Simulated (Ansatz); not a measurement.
```yaml
crystal:
  periodic: [false, false, false]
  atoms:
    - {symbol: N, position_ang: [-1.664141, -0.278194, -0.002878]}
    - {symbol: S, position_ang: [-0.387782, 0.675689, 0.005611]}
    - {symbol: S, position_ang: [1.194217, -0.561836, -0.004394]}
    - {symbol: H, position_ang: [-2.529130, 0.243950, 0.001281]}
basis:
  gaussian: {orbitals: def2-TZVP}
magnetization: {spin_polarized: true, initial_magnetization: 2}
hamiltonian: {xc: pbe0}
relax: {f_tol: 0.004, max_steps: 80}
```

```sh
$ ansatz run in.yaml --threads 1 --pin off --events-out ev --progress --plain --max-ram 2176MiB
```

Steps of the relaxation (energy above the last step; positions in Å, forces in eV/Å):

```
4
step 1, 104.2 meV
N    -1.664   -0.278   -0.003   -0.584   -1.897   -0.016
S    -0.388    0.676    0.006    1.054    1.457    0.013
S     1.194   -0.562   -0.004   -0.199   -0.150   -0.001
H    -2.529    0.244    0.001   -0.270    0.590    0.005
```

```
4
step 2, 53.6 meV
N    -1.632   -0.294   -0.003   -0.811   -1.100   -0.010
S    -0.385    0.728    0.006    0.916    0.603    0.005
S     1.140   -0.580   -0.005   -0.001    0.155    0.001
H    -2.510    0.226    0.001   -0.104    0.342    0.003
```

```
4
step 3, 17.3 meV
N    -1.651   -0.312   -0.003   -0.256   -0.444   -0.004
S    -0.371    0.729    0.006    0.326   -0.011    0.000
S     1.153   -0.575   -0.005   -0.156    0.228    0.002
H    -2.518    0.237    0.001    0.087    0.227    0.002
```

```
4
step 7, 0.0 meV
N    -1.675   -0.345   -0.003   -0.001    0.000    0.000
S    -0.372    0.705    0.006    0.001    0.000    0.000
S     1.161   -0.552   -0.004    0.000    0.001    0.000
H    -2.500    0.272    0.002    0.001    0.000    0.000
```

Close pairs at the end: N1–H4 1.031 Å, N1–S2 1.674 Å, S2–S3 1.983 Å.

A stationary point of unrestricted PBE0 after 7 steps, with ⟨S²⟩ = 2.011 against 2.00 for a pure state; no frequencies were run, so it isn't proven a minimum. 70 s on 1 thread of Arm Neoverse V2, shared host.
